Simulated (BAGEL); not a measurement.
**RI-MP2/6-311+G(d,p) (density fitting with qzvpp-jkfit) run of CH6SSi (Si(SMe)H3)**

Aim: the energy change on altering one bond length of CH6SSi (Si(SMe)H3) at RI-MP2/6-311+G** (density fitting with qzvpp-jkfit), from 2 runs. 

The results are computed with BAGEL 1.2.2.

### 1 Starting point

CH6SSi: 9 atoms, total charge 0, spin state singlet. SMILES: `[H][Si]([H])([H])SC`. Geometry: relaxed at GFN2-xTB.

Bond lengths: Si1–S2 2.141 Å, S2–C3 1.821 Å, C3–H4 1.086 Å, C3–H5 1.085 Å, C3–H6 1.086 Å, Si1–H7 1.460 Å, Si1–H8 1.449 Å, Si1–H9 1.460 Å. Some angles: Si1–S2–C3 100.3°, S2–Si1–H7 108.3°, S2–Si1–H8 103.5°, S2–Si1–H9 107.6°, S2–C3–H4 109.6°, S2–C3–H5 106.8°, S2–C3–H6 109.9°, H7–Si1–H8 113.4°, H7–Si1–H9 109.9°, H8–Si1–H9 113.6°.

### 2 A single-point energy at RI-MP2/6-311+G(d,p) (density fitting with qzvpp-jkfit)

Contents of job.json:

```json
{ "bagel": [

{
  "title": "molecule",
  "basis": "6-311+gss.json",
  "df_basis": "qzvpp-jkfit",
  "angstrom": "true",
  "geometry": [
    { "atom": "Si", "xyz": [      -0.367610,       0.847030,      -1.211930 ] },
    { "atom": "S", "xyz": [      -0.424760,       0.796280,       0.927960 ] },
    { "atom": "C", "xyz": [       0.355170,      -0.820020,       1.235220 ] },
    { "atom": "H", "xyz": [      -0.246300,      -1.606270,       0.789020 ] },
    { "atom": "H", "xyz": [       0.395280,      -0.950100,       2.311360 ] },
    { "atom": "H", "xyz": [       1.359700,      -0.829060,       0.823290 ] },
    { "atom": "H", "xyz": [       1.030150,       0.837800,      -1.633380 ] },
    { "atom": "H", "xyz": [      -1.060400,       2.076470,      -1.540820 ] },
    { "atom": "H", "xyz": [      -1.041220,      -0.352130,      -1.700720 ] }
  ]
},

{
  "title": "hf"
},

{
  "title": "mp2",
  "ncore": 11
}

]}
```

The basis set 6-311+G** is read from a file made from the Basis Set Exchange's data (not shown).

The run is started by

```bash
$ BAGEL_NUM_THREADS=1 BAGEL job.json > job.out
```

Standard output:

```text
* using 1 threads per process

  ===============================================================
  ===============================================================

  *** Geometry ***

  { "atom" : "Si", "xyz" : [     -0.694682,      1.600655,     -2.290216 ] },
  { "atom" : "S", "xyz" : [     -0.802680,      1.504751,      1.753590 ] },
  { "atom" : "C", "xyz" : [      0.671174,     -1.549613,      2.334228 ] },
  { "atom" : "H", "xyz" : [     -0.465440,     -3.035410,      1.491032 ] },
  { "atom" : "H", "xyz" : [      0.746971,     -1.795429,      4.367837 ] },
  { "atom" : "H", "xyz" : [      2.569461,     -1.566696,      1.555793 ] },
  { "atom" : "H", "xyz" : [      1.946701,      1.583213,     -3.086641 ] },
  { "atom" : "H", "xyz" : [     -2.003866,      3.923960,     -2.911728 ] },
  { "atom" : "H", "xyz" : [     -1.967621,     -0.665429,     -3.213895 ] },

  Number of auxiliary basis functions:      439

  Since a DF basis is specified, we compute 2- and 3-index integrals:
    o Being stored without compression. Storage requirement is 0.049 GB

  Number of basis functions:      118
  Number of electrons      :       42

    * METHOD: MOLECULE                             0.23

  *** RHF ***

  === Nuclear Repulsion ===
   153.1567558451

      * DIIS with orbital gradients will be used.

  === RHF iteration (6-311+gss.json) ===
      0       -727.73167287          0.01480600           0.08
      1       -727.83851180          0.00692055           0.08
      2       -727.85974230          0.00136719           0.08
      3       -727.86138229          0.00020417           0.08
      4       -727.86142595          0.00005921           0.08
      5       -727.86143015          0.00001452           0.08
      6       -727.86143042          0.00000406           0.08
      7       -727.86143045          0.00000103           0.08
      8       -727.86143045          0.00000034           0.08
      9       -727.86143045          0.00000015           0.08
     10       -727.86143045          0.00000004           0.08
     11       -727.86143045          0.00000001           0.08
     12       -727.86143045          0.00000000           0.08
    * SCF iteration converged.

    * Permanent dipole moment:
           (   -0.272968,     0.521232,     0.452519) a.u.

    * METHOD: HF                                   1.19

  *** RHF ***

  === Nuclear Repulsion ===
   153.1567558451

      * DIIS with orbital gradients will be used.

  === RHF iteration (6-311+gss.json) ===
      0       -727.86143045          0.00000000           0.07
    * SCF iteration converged.

    * Permanent dipole moment:
           (   -0.272968,     0.521232,     0.452518) a.u.

  === DF-MP2 calculation ===

    * freezing 11 orbitals
    * 3-index integral transformation done
    * assembly done

      MP2 correlation energy:   -0.3935044400      0.04

      MP2 total energy:       -728.2549348884

    * METHOD: MP2                                  0.21

  ===============================================================
```

Wall time 1.8 s (1 thread of Arm Neoverse V1, shared host); peak memory 0.15 GiB.

### 3 The distorted shape, same level

Contents of job.json:

```json
{ "bagel": [

{
  "title": "molecule",
  "basis": "6-311+gss.json",
  "df_basis": "qzvpp-jkfit",
  "angstrom": true,
  "geometry": [
    { "atom": "Si", "xyz": [   -0.266581,    1.026883,   -1.138620 ] },
    { "atom": "S", "xyz": [   -0.323731,    0.976133,    1.001270 ] },
    { "atom": "C", "xyz": [    0.456199,   -0.640167,    1.308530 ] },
    { "atom": "H", "xyz": [   -0.145271,   -1.426417,    0.862330 ] },
    { "atom": "H", "xyz": [    0.496309,   -0.770247,    2.384670 ] },
    { "atom": "H", "xyz": [    1.460729,   -0.649207,    0.896600 ] },
    { "atom": "H", "xyz": [    1.131179,    1.017653,   -1.560070 ] },
    { "atom": "H", "xyz": [   -0.959371,    2.256323,   -1.467510 ] },
    { "atom": "H", "xyz": [   -1.041220,   -0.352130,   -1.700720 ] }
  ]
},
{ "title": "hf" },
{ "title": "mp2", "ncore": 11 }

]}
```

The basis set 6-311+G** is read from a file made from the Basis Set Exchange's data (not shown).

The run is started by

```bash
$ BAGEL_NUM_THREADS=1 BAGEL job.json > job.out
```

Standard output:

```text
* using 1 threads per process

  ===============================================================
  ===============================================================

  *** Geometry ***

  { "atom" : "Si", "xyz" : [     -0.503765,      1.940528,     -2.151680 ] },
  { "atom" : "S", "xyz" : [     -0.611763,      1.844624,      1.892126 ] },
  { "atom" : "C", "xyz" : [      0.862091,     -1.209740,      2.472763 ] },
  { "atom" : "H", "xyz" : [     -0.274522,     -2.695537,      1.629568 ] },
  { "atom" : "H", "xyz" : [      0.937888,     -1.455556,      4.506373 ] },
  { "atom" : "H", "xyz" : [      2.760378,     -1.226823,      1.694328 ] },
  { "atom" : "H", "xyz" : [      2.137619,      1.923085,     -2.948105 ] },
  { "atom" : "H", "xyz" : [     -1.812948,      4.263833,     -2.773192 ] },
  { "atom" : "H", "xyz" : [     -1.967621,     -0.665429,     -3.213895 ] },

  Number of auxiliary basis functions:      439

  Since a DF basis is specified, we compute 2- and 3-index integrals:
    o Being stored without compression. Storage requirement is 0.049 GB

  Number of basis functions:      118
  Number of electrons      :       42

    * METHOD: MOLECULE                             0.23

  *** RHF ***

  === Nuclear Repulsion ===
   152.2801533953

      * DIIS with orbital gradients will be used.

  === RHF iteration (6-311+gss.json) ===
      0       -727.71914472          0.01481292           0.08
      1       -727.82693342          0.00698018           0.07
      2       -727.84863843          0.00135173           0.07
      3       -727.85028676          0.00020416           0.07
      4       -727.85033096          0.00005869           0.07
      5       -727.85033528          0.00001535           0.07
      6       -727.85033561          0.00000455           0.07
      7       -727.85033564          0.00000122           0.07
      8       -727.85033564          0.00000040           0.07
      9       -727.85033564          0.00000017           0.07
     10       -727.85033564          0.00000005           0.07
     11       -727.85033564          0.00000002           0.07
     12       -727.85033564          0.00000000           0.07
    * SCF iteration converged.

    * Permanent dipole moment:
           (   -0.342672,     0.412081,     0.364287) a.u.

    * METHOD: HF                                   1.18

  *** RHF ***

  === Nuclear Repulsion ===
   152.2801533953

      * DIIS with orbital gradients will be used.

  === RHF iteration (6-311+gss.json) ===
      0       -727.85033564          0.00000000           0.07
    * SCF iteration converged.

    * Permanent dipole moment:
           (   -0.342672,     0.412081,     0.364287) a.u.

  === DF-MP2 calculation ===

    * freezing 11 orbitals
    * 3-index integral transformation done
    * assembly done

      MP2 correlation energy:   -0.3937727251      0.04

      MP2 total energy:       -728.2441083699

    * METHOD: MP2                                  0.21

  ===============================================================
```

Wall time 1.8 s (1 thread of Arm Neoverse V1, shared host); peak memory 0.15 GiB.

### 4 Outcome

At RI-MP2/6-311+G** (density fitting with qzvpp-jkfit), 11 core orbitals frozen:

```
                                                          quantity          value
                                         first shape: total energy  -728.25493 Eh
         first shape: correlation energy (11 core orbitals frozen)     -393.5 mEh
                                     distorted shape: total energy  -728.24411 Eh
     distorted shape: correlation energy (11 core orbitals frozen)     -393.8 mEh
energy change with the Si1–H9 bond stretched from 1.460 to 1.679 Å       0.295 eV
```

With the Si1–H9 bond stretched from 1.460 to 1.679 Å the energy rises by 0.29 eV (6.8 kcal/mol). The first shape isn't relaxed at this level, so the change isn't measured from a minimum.
